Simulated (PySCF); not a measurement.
Gas-phase reaction: H3SiPH2 + i-Si4H10 → P + 5 SiH3

Energies from PySCF, thermal terms from the rigid-rotor harmonic-oscillator model, ideal gas at 1 bar. † marks an energy on the PBE0/def2-TZVP geometry and frequencies; other levels use their own. MP2 freezes the core. 6-31G* has spherical d functions here. Open shells (unrestricted): P (multiplicity 4), SiH3 (multiplicity 2); the rest are closed-shell singlets. B3LYP is the form with VWN-RPA correlation. MP2 isn't extrapolated to the basis-set limit; its ΔH°(298 K) is 997.5 kJ in def2-SVP and 1080.5 kJ in def2-TZVPP. The harmonic model lacks anharmonicity and excited electronic states, which grow with temperature; levels with a mode under 35 cm⁻¹ are left out. Internal rotation in H3SiPH2, i-Si4H10 is treated as a harmonic vibration of one conformer, which makes the entropy rough.

| level | ΔE electronic, kJ | ΔH°(298 K), kJ | ΔS°(298 K), J/K | ΔG°(800 K), kJ |
|---|---|---|---|---|
| B3LYP/6-31G* | 1076 | 1037 | 559 | 596 |
| B3LYP/def2-TZVP† | 1087 | 1050 | 560 | 609 |
| HF/6-31G* | 742 | 701 | 565 | 254 |
| HF/def2-TZVP† | 748 | 711 | 560 | 270 |
| MP2/def2-TZVPP† | 1118 | 1080 | 560 | 639 |
| LDA/def2-TZVP† | 1335 | 1298 | 560 | 857 |
| ωB97M-V/def2-TZVP† | 1187 | 1150 | 560 | 709 |
ΔH° is lowest at HF/6-31G* and highest at LDA/def2-TZVP†. No reference value is set beside these.
